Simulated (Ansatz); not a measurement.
Mulliken charges of BH6P (`[BH3-][PH3+]`) from PBE/def2-TZVPP in Ansatz (PBE0-D4/def2-TZVP geometry).

```tsv
atom	x (Å)	y (Å)	z (Å)	charge (e)
B1	-0.556	0.227	-0.914	-0.301
P2	0.434	-0.182	0.668	0.107
H3	-1.693	0.343	-0.520	0.001
H4	-0.368	-0.730	-1.628	0.001
H5	-0.056	1.254	-1.310	0.001
H6	0.419	0.756	1.719	0.064
H7	1.823	-0.380	0.547	0.064
H8	0.089	-1.345	1.383	0.064
```

Question: By hand: the dipole of these point charges (1 e Å = 4.8032 D).

Answer: Σ q r = (0.361, -0.149, 0.577) e Å, of length 0.697 e Å = 3.35 D.

Question: How does the dipole of the full density compare? (Best estimate.)

Answer: Computed: (0.414, -0.171, 0.661) e Å, 3.84 D; the point charges give 0.87 times that, at 0° from its direction.

Point charges leave out the atoms' own dipoles, such as those of lone pairs, and Mulliken's split depends on the basis, so the close match here is no proof of good charges.
